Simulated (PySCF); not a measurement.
Compound: C2H2ClO (charge -1).
Atom-mapped SMILES: `[O-:1]/[CH:2]=[CH:3]/[Cl:4]` (hydrogens: H5 on C2; H6 on C3)

Hirshfeld charges (e) from the PBE0/pcSseg-1 density (PySCF), one withheld:

| atom | bonded to | charge |
| --- | --- | --- |
| O1 | C2 | -0.4459 |
| C2 | O1 C3 H5 | -0.0488 |
| C3 | C2 Cl4 H6 | -0.2202 |
| Cl4 | C3 | ? |
| H5 | C2 | -0.0414 |
| H6 | C3 | -0.0156 |

Task: What is the charge on Cl4?

Result: The charges add up to the total charge, -1. The others sum to -0.7719, which leaves -0.2281 e for Cl4 (vinyl chlorine).

Task: Add each hydrogen's charge to the atom that carries it.

Result: C2 -0.0902, C3 -0.2358. Atoms without hydrogen keep their charges.

Task: Across which bond do the charges differ most?

Result: C2–O1: -0.0488 on C2 against -0.4459 on O1, a difference of 0.3971 e. The lower charge is on the more electronegative element of the two (Pauling values: O 3.44, C 2.55).

Task: Take the bonds between elements whose Pauling electronegativities differ by more than 0.25. In how many does the more electronegative atom carry the lower charge?

Result: In 4 of 4.

The Hirshfeld scheme weights the molecular density at each point by an atom's share of the summed free-atom densities. Isolated species at its PBE0-D3(BJ)/def2-SVP geometry, gas phase. The pcSseg-1 basis has no diffuse functions, a weakness for an anion. The HOMO energy is positive at this level (+0.24 eV), so the outermost electrons may be held by the finite basis alone.
